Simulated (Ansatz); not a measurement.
The same path of H2O + H4Si (8 atoms, charge 0, multiplicity 1) was run twice with different band settings. Lost on the way: Si1–H2, O6–H8. Made: Si1–O6, H2–H8.

These are results of RKS PBE-D4/def2-SVP in Ansatz 0.2.0, not measurements.

Relaxed end points:

```xyz
8
Properties=species:S:1:pos:R:3
Si 0.355 0.042 -0.126
H 0.381 -0.090 1.372
H 1.787 0.001 -0.599
H -0.252 1.342 -0.552
H -0.353 -1.133 -0.740
O -2.480 0.055 0.897
H -2.558 -0.898 0.700
H -2.144 0.052 1.812
```

```xyz
8
Properties=species:S:1:pos:R:3
Si -0.245 -0.043 -0.788
H -1.027 0.343 3.398
H 1.063 -0.526 -0.210
H -0.158 1.424 -1.084
H -0.493 -0.803 -2.068
O -1.525 -0.210 0.299
H -1.719 -1.122 0.577
H -1.158 0.308 2.639
```

Common settings: movable images 5; climbing image yes; spring 5.0 eV/Å²; optimiser quadratic models (default); force threshold 0.03 eV/Å; iteration limit 60; end points relaxed.

| run | start path |
| --- | --- |
| 1 | through a guess of the saddle point |
| 2 | straight line |

(1) What does each run give, and how far can it be trusted?

## Answers

(1) Run 1: converged after 28 iterations, highest image 1.391 eV above the first end. Neighbouring images differ by up to 1.3 eV, so the band resolves the path poorly. A vibrational analysis at the climbing image gives one clearly imaginary mode, 1099i cm⁻¹: a first-order saddle point.
Run 2: converged after 21 iterations, highest image 1.391 eV above the first end. Neighbouring images differ by up to 1.3 eV, so the band resolves the path poorly. Another band between the same ends (5 images) ends at a top of the same energy, where a vibrational analysis finds 1 clearly imaginary mode.
The orbitals stay closed-shell, which can raise the energy where a bond breaks towards radicals; this wasn't checked here.
